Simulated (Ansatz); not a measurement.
# A relaxation, step by step

SiH4O, singlet, PBE0-D4/def2-TZVP (Ansatz 0.2.0). Settings:

```yaml
hamiltonian: {xc: pbe0, dispersion: d4}
relax: {f_tol: 0.005, max_steps: 200}
```

Start, a step off a saddle point along its unstable mode:

```
6
angstrom
Si -0.6019 0.0696 -0.0679
O 1.0949 -0.1169 -0.3787
H -0.1794 -1.2309 -0.6007
H -0.8058 0.4039 1.4068
H -1.0644 1.3519 -0.7437
H 1.5566 -0.4776 0.3842
```

```json
{"step": "1", "energy less the last (meV)": "2161.2", "largest force component (eV/Å)": "2.935"}
{"step": "2", "energy less the last (meV)": "1100.4", "largest force component (eV/Å)": "2.536"}
{"step": "3", "energy less the last (meV)": "363.8", "largest force component (eV/Å)": "1.149"}
{"step": "4", "energy less the last (meV)": "71.7", "largest force component (eV/Å)": "0.637"}
{"step": "5", "energy less the last (meV)": "12.0", "largest force component (eV/Å)": "0.520"}
{"step": "6", "energy less the last (meV)": "0.5", "largest force component (eV/Å)": "0.079"}
{"step": "7", "energy less the last (meV)": "0.0", "largest force component (eV/Å)": "0.016"}
{"step": "8", "energy less the last (meV)": "0.0", "largest force component (eV/Å)": "0.001"}
```

Step 2, positions (Å) and forces (eV/Å):

| atom | x | y | z | Fx | Fy | Fz |
| --- | --- | --- | --- | --- | --- | --- |
| Si1 | -0.521 | 0.104 | -0.058 | 2.536 | -0.427 | -0.340 |
| O2 | 1.174 | -0.026 | -0.344 | -0.164 | 1.512 | 0.807 |
| H3 | -0.371 | -1.280 | -0.618 | -2.358 | -0.200 | 0.121 |
| H4 | -0.819 | 0.359 | 1.399 | -0.118 | -0.393 | -0.321 |
| H5 | -1.073 | 1.307 | -0.774 | 0.010 | -0.601 | -0.118 |
| H6 | 1.610 | -0.463 | 0.394 | 0.094 | 0.109 | -0.148 |

Step 4, positions (Å) and forces (eV/Å):

```tsv
atom	x	y	z	Fx	Fy	Fz
Si1	-0.371	0.098	-0.065	0.068	-0.427	-0.288
O2	1.287	0.214	-0.219	-0.637	0.016	0.310
H3	-0.753	-1.286	-0.580	-0.090	0.597	0.230
H4	-0.819	0.238	1.359	0.106	-0.075	-0.152
H5	-1.026	1.184	-0.850	0.204	-0.182	0.003
H6	1.682	-0.448	0.354	0.348	0.072	-0.103
```

Step 6, positions (Å) and forces (eV/Å):

```json
{"atom": "Si1", "x": "-0.386", "y": "0.066", "z": "-0.048", "Fx": "-0.040", "Fy": "0.006", "Fz": "-0.051"}
{"atom": "O2", "x": "1.248", "y": "0.225", "z": "-0.170", "Fx": "0.079", "Fy": "-0.068", "Fz": "0.066"}
{"atom": "H3", "x": "-0.854", "y": "-1.253", "z": "-0.563", "Fx": "0.019", "Fy": "0.023", "Fz": "0.026"}
{"atom": "H4", "x": "-0.859", "y": "0.204", "z": "1.358", "Fx": "0.023", "Fy": "-0.005", "Fz": "-0.020"}
{"atom": "H5", "x": "-0.952", "y": "1.154", "z": "-0.880", "Fx": "-0.006", "Fy": "-0.015", "Fz": "0.025"}
{"atom": "H6", "x": "1.804", "y": "-0.397", "z": "0.304", "Fx": "-0.075", "Fy": "0.060", "Fz": "-0.046"}
```

Last step (8):

```
6
angstrom
Si -0.3859 0.0682 -0.0525
O 1.2502 0.2255 -0.1693
H -0.8490 -1.2520 -0.5619
H -0.8521 0.2043 1.3551
H -0.9584 1.1549 -0.8790
H 1.7952 -0.4010 0.3076
```

Hardware: 2 CPU threads of an Arm Neoverse V1, shared host. Wall time about 8 s.
